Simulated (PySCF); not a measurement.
## Stationary points of H₂S⁺

Level of theory: PySCF, PBE0, basis S def2-TZVP, H def2-TZVP (no relativity, density fitting).

Relaxations began from a few typed shapes; open shells are unrestricted. The search is not exhaustive: other isomers or separated fragments can lie lower, and high-lying points may rest on an excited occupation.

```csv
spin,group,bonds,angles,imaginary modes (cm⁻¹),ΔE (kJ/mol),ΔE with ZPE (kJ/mol)
doublet,C2v,S–H 1.363 Å (×2),H–S–H 92.9°,none,0.0,0.0
doublet,D∞h,S–H 1.365 Å (×2),H–S–H 180.0°,"1698i, 1103i",274.9,–
```

The lowest minimum found is the doublet C2v: S–H 1.363 Å (×2); H–S–H 92.9°.

The electron or spin density has lower symmetry than the nuclear frame for the doublet D∞h at 274.9 kJ/mol.
